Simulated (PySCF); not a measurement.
Estimate the missing entries of this data sheet.

Dimethylphosphine, C2H7P.
SMILES: `CPC`

```csv
property,level,value
point group of the GFN2-xTB geometry,GFN2-xTB,Cs
"rotational constants A, B, C of the GFN2-xTB geometry",GFN2-xTB,"15.724, 7.170, 5.460 GHz"
dipole moment,PBE0/def2-SVPD,1.31 D
HOMO energy,PBE0/def2-SVPD,?
LUMO energy,PBE0/def2-SVPD,0.54 eV
lowest singlet excitation,TDDFT PBE0/def2-SVPD,"6.17 eV (201 nm, f = 0.033)"
strongest line among the 8 lowest singlet transitions,TDDFT PBE0/def2-SVPD,?
lowest triplet excitation (Tamm–Dancoff),TDA PBE0/def2-SVPD,?
static isotropic polarisability,PBE0/def2-SVPD,?
electronic spatial extent ⟨r²⟩ about the centre of nuclear charge,PBE0/def2-SVPD,290 bohr²
```

The electronic properties come from PySCF, for the isolated species, density fitting.

**Question.** The strongest line among the 8 lowest singlet transitions?

**Answer.** S3 at 7.38 eV (168 nm, f = 0.153).

**Question.** Give the lowest triplet excitation (Tamm–Dancoff).

**Answer.** 5.25 eV.

**Question.** Give the HOMO energy.

**Answer.** -6.76 eV.

**Question.** The static isotropic polarisability?

**Answer.** 52.9 au.

No computed singlet falls in the visible range (750 to 380 nm, 1.65 to 3.26 eV); S1 lies 2.91 eV above its blue end. With B = h/(8π²I), that is 505.379 GHz u Å² over I, the principal moments of inertia are 32.1, 70.5 and 92.6 u Å² (most abundant isotopes). The principal polarisabilities are 46.7, 52.6 and 59.3 au; their mean is the isotropic value. The vertical singlet–triplet gap S1 − T1 is 0.92 eV (TDDFT singlet less Tamm–Dancoff triplet; S1: HOMO→LUMO, weight 0.98; T1: HOMO→LUMO, weight 0.74).

For the TDDFT job (PBE0/def2-SVPD), the run took 7.7 s wall (with the writing of density and orbital grids) on an Arm Neoverse V2 with one thread, no GPU (shared host).
